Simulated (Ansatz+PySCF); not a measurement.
Results of a calculation; reference values are marked as such.
## PySCF 2.14.0 run

```python
from pyscf import gto, scf, cc

mol = gto.M(atom="""
Li 0.000000 0.000000 0.000000
Si 1.175250 1.567000 3.392660
""", basis='sto-3g', charge=0, spin=1)
mf = scf.UHF(mol)
mf.kernel()
mycc = cc.CCSD(mf, frozen=5).run()
et = mycc.ccsd_t()
print(mf.e_tot, mycc.e_corr, et, mycc.e_tot + et)
```

The script is written out from the run's settings.

Results

```json
{
 "Converged": "yes",
 "Reference energy": "-292.80112 hartree",
 "CCSD correlation energy": "-0.02293 hartree",
 "Triples correction": "-0.00040 hartree",
 "Total energy": "-292.82445 hartree",
 "Spin squared of the determinant": "1.642"
}
```

Caution: large amplitudes, a single reference is doubtful; the unrestricted determinant is a mixture of spin states.
